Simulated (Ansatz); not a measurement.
Cost and result for the atomization energy of C₄H₉FO, SMILES `CCCOCF` (15 atoms, 14 bonds).

Z-matrix (Å, degrees):
```
C
C 1 1.519
H 1 1.094 2 111.4
H 1 1.094 2 111.4 3 -120.1
H 1 1.091 2 111.1 3 119.9
C 2 1.515 1 111.3 3 60.7
H 2 1.092 1 110.5 3 -61.1
H 2 1.094 1 110.4 3 -178.9
O 6 1.421 2 113.3 1 175.4
H 6 1.099 2 110.5 1 -61.4
H 6 1.094 2 110.0 1 57.3
C 9 1.359 6 115.9 2 91.3
F 12 1.387 9 112.0 6 -74.7
H 12 1.099 9 112.1 6 44.3
H 12 1.092 9 107.7 6 167.7
```

Charge 0, multiplicity 1. All single points use the PBE0-D4/def2-TZVP geometry. It is one conformer, not always the lowest. Program: Ansatz. All runs use 2 threads of an AMD EPYC 7R13 on a shared host and a share of an NVIDIA H100 80 GB. Times are those of one run each, without the atoms' runs, and a repeat can differ threefold. Electronic energies, without spin–orbit coupling; frozen cores. CCSD(T)/CBS adds CCSD(T) − MP2 in def2-TZVPP to the MP2 limit, and its time is that of the two runs behind it. T1 = 0.011. B3LYP takes the VWN-RPA correlation (the form of Gaussian; ORCA's B3LYP/G).

CCSD(T)/CBS is a level of theory with its own doubt, some kJ/mol a heavy atom from the limit and from the frozen cores, so smaller differences don't rank the functionals.

| level | functions | wall time | atomization (kcal/mol) | difference from CCSD(T)/CBS | per bond |
| --- | --- | --- | --- | --- | --- |
| PBE0-D4/def2-TZVPP | 312 | 2.7 s | 1412.1 | 6.7 | 0.5 |
| PBE-D4/def2-TZVPP (with forces) | 312 | 2.9 s | 1437.7 | 32.3 | 2.3 |
| r2SCAN-D4/def2-TZVPP (with forces) | 312 | 3.3 s | 1408.6 | 3.2 | 0.2 |
| B2PLYP/def2-TZVPP | 312 | 3.4 s | 1392.0 | -13.4 | -1.0 |
| B3LYP-D4/def2-TZVPP (with forces) | 312 | 3.5 s | 1404.9 | -0.5 | 0.0 |
| ωB97X-V/def2-TZVPP | 312 | 4.5 s | 1408.0 | 2.6 | 0.2 |
| MP2/def2-QZVPP | 612 | 5 s | 1413.4 | 8.0 | 0.6 |
| ωB97M-V/def2-TZVPP (with forces) | 312 | 5.5 s | 1409.2 | 3.8 | 0.3 |
| CCSD(T)/def2-TZVPP | 312 | 7.5 s | 1373.5 | -31.9 | -2.3 |
| CCSD(T)/CBS(def2) | – | 13 s | 1405.4 | 0.0 | 0.0 |

From PBE to PBE0 (25 % exact exchange), in def2-TZVPP and without D4, the atomization energy moves by −24.7 kcal/mol: exact exchange takes away binding that semilocal exchange gives to molecules. The D4 term adds +9.2 kcal/mol with B3LYP and +4.9 kcal/mol with PBE0; it sums over pairs of atoms, weighted by their polarisabilities, and B3LYP, whose exchange is more repulsive, gets the larger term. In def2-TZVPP, CCSD(T) changes the Hartree–Fock value by +340.9 kcal/mol (the triples alone add +18.9 kcal/mol) and MP2 by +362.0 kcal/mol; breaking electron pairs costs correlation energy, which Hartree–Fock lacks.
